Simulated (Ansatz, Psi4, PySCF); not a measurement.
Process, species as SMILES: [CH2]S (CH3S) -> [S]C (CH3S)

Property: isomerisation energy (electronic), in kcal/mol. Set-up: open shells spin-unrestricted; frozen cores in correlated levels; six Cartesian d functions in 6-31G* and its kin unless marked 5d; non-relativistic; LANL2DZ with its own core potentials from Na on; no dispersion term unless named; no spin-orbit coupling; 6-311+G** with 5d, 6d on Na to Ar in Ansatz (a quantum-chemistry and plane-wave program). CBS marks a two-point X^-3 extrapolation of the correlation energy; Hartree-Fock from the larger set. The bracket is a focal-point correction in the basis named. Ab initio and DFT rows: single points at B3LYP-D3(BJ) geometries (Ansatz).

Coupled cluster (Ansatz) is a level with limits of its own, used here on species with T1 under 0.025 (0.045 for open shells) and stable references: RI-MP2/CBS(aug-cc-pV(T+d)Z,aug-cc-pV(Q+d)Z)+[CCSD(T)-MP2]/aug-cc-pV(T+d)Z.

Value to compare with, RI-MP2/CBS(aug-cc-pV(T+d)Z,aug-cc-pV(Q+d)Z)+[CCSD(T)-MP2]/aug-cc-pV(T+d)Z (Ansatz): -10.2 kcal/mol.

| level | program | isomerisation energy (electronic) (kcal/mol) | difference |
|---|---|---|---|
| HF/3-21G | Ansatz | -32.2 | -22.0 |
| HF/LANL2DZ | Ansatz | -29.3 | -19.1 |
| HF/6-311+G** | Ansatz | -15.3 | -5.1 |
| PBE/6-31G* | Ansatz | -14.6 | -4.4 |
| PBE/6-311+G** | Ansatz | -10.9 | -0.7 |
| BP86/def2-SVP | PySCF | -10.2 | 0.0 |
| B3LYP/3-21G | Ansatz | -28.3 | -18.1 |
| B3LYP/def2-SVP | Ansatz | -11.8 | -1.6 |
| PBE0/6-31G* | Ansatz | -15.5 | -5.3 |
| PBE0/6-311+G** | Ansatz | -11.9 | -1.7 |
| wB97X-D/6-311+G** | Psi4 | -12.4 | -2.2 |
| MP2/STO-3G | Ansatz | -27.8 | -17.6 |
| MP2/6-31G* | Ansatz | -19.0 | -8.8 |
| M06-2X/def2-TZVPD | PySCF | -11.8 | -1.6 |
| wB97M-V/def2-TZVPD | Ansatz | -10.1 | 0.1 |

Among the 13 habitual levels, HF/3-21G lies farthest from RI-MP2/CBS(aug-cc-pV(T+d)Z,aug-cc-pV(Q+d)Z)+[CCSD(T)-MP2]/aug-cc-pV(T+d)Z (Ansatz) (-22.0 kcal/mol) and BP86/def2-SVP nearest (0.0); 0 of 13 lie above it, and their mean absolute difference is 8.2 kcal/mol, the median 5.1. One case shows no general order.

The levels are drawn from those run, B3LYP/6-31G* more often than the rest, none by its result; runs whose electronic state is in doubt are left out.
